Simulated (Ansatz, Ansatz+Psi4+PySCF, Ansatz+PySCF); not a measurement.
```yaml
atoms:
  - { symbol: N, position_ang: [0.0000, 0.0000, -0.6344] }
  - { symbol: O, position_ang: [0.0000, 0.0000, 0.5583] }
```

Basis set: cc-pVTZ (spherical functions). Correlated methods keep 2 orbitals frozen. Correlation on ROHF uses semicanonical orbitals with singles. Charge 0, multiplicity 2.

Computed with Ansatz (development build ahead of 0.2.0); each method stands on the lowest determinant of its kind that the runs found.

The atomization energy at this shape (free ground-state atoms in the same class of orbitals less the molecule, no zero-point energy) of doublet NO:

```json
{"method": "ROHF-MP2", "atomization energy": "6.70 eV"}
{"method": "UHF-MP2", "atomization energy": "5.92 eV"}
{"method": "UHF", "atomization energy": "2.09 eV"}
```

(1) What does ROHF-CCSD(T) give?

Answers

(1) 6.16 eV. Caution for ROHF-MP2, UHF-MP2: forces differ strongly between restricted and unrestricted references. Caution for UHF-MP2, UHF: the unrestricted determinant is spin contaminated.
